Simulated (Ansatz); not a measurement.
```yaml
crystal:
  periodic: [false, false, false]
  atoms:
    - {symbol: Si, position_ang: [-0.126129, 0.134359, 0.053537]}
    - {symbol: S, position_ang: [0.168989, 0.105323, 2.162484]}
basis:
  gaussian: {orbitals: STO-3G, final_grid: {core_spheres: 8, valence_spheres: 7, degree: 23}}
hamiltonian: {xc: {name: BLYP}}
relax: {f_tol: 0.0001, max_steps: 2}
output: {forces: true}
```

```sh
$ ansatz run in.yaml --threads 2 --pin off --events-out ev --progress --plain --max-ram 22528MiB --backend cpu
```

Shortened log:

```
Functional definition: BLYP
212 factors; integrals over basis functions are off by at most 8.2e-6 eV
mean field evaluation 1: about -18494.0370 eV, gradient 2.9e1 eV
mean field evaluation 2: about -18409.6723 eV, gradient 1.0e2 eV
mean field evaluation 4: about -18495.0585 eV, gradient 2.6e1 eV
mean field evaluation 8: about -18495.0565 eV, gradient 2.6e1 eV
mean field evaluation 16: about -18498.4438 eV, gradient 1.1e-5 eV
mean field -18498.44376826 eV, -679.8052697881 hartree, gradient 1.1e-5 eV, S^2 0.000000; 0 other end points of the search recorded, 0 dependent functions left out
reference -18498.44387262 eV, -679.8052736231 hartree; 15, 15 occupied and 3, 3 virtual orbitals, 212 factors
relax step   1: F+E_penalty+E_count = -18498.44376826 eV  Δ(F+E_penalty+E_count) = +0.000e0 eV  max|allowed force component| = 5.038e0 eV/Å  Δτ_max = 0.0000 Å  (35 SCF iters, accepted)
212 factors; integrals over basis functions are off by at most 8.1e-6 eV
mean field -18498.96272925 eV, -679.8243412527 hartree, gradient 2.7e-5 eV, S^2 0.000000; 0 other end points of the search recorded, 0 dependent functions left out
reference -18498.96283587 eV, -679.8243451708 hartree; 15, 15 occupied and 3, 3 virtual orbitals, 212 factors
relax step   2: F+E_penalty+E_count = -18498.96272925 eV  Δ(F+E_penalty+E_count) = -5.190e-1 eV  max|allowed force component| = 2.533e0 eV/Å  Δτ_max = 0.1300 Å  (18 SCF iters, accepted)
Error: geometry relaxation did not converge after 2 steps: max|allowed force component| = 2.53e0 eV/Å (threshold 1.0e-4). Raise `relax.max_steps` over both its present limit and 2, loosen `relax.f_tol`, or start from a geometry closer to equilibrium. Where this run's directory can be resumed (`checkpoint.write`), a resume goes on for up to `relax.max_steps` more
```

Question: Something in this input is off. What?

Answer: The relaxation is allowed too few steps for its threshold. The run did not converge.
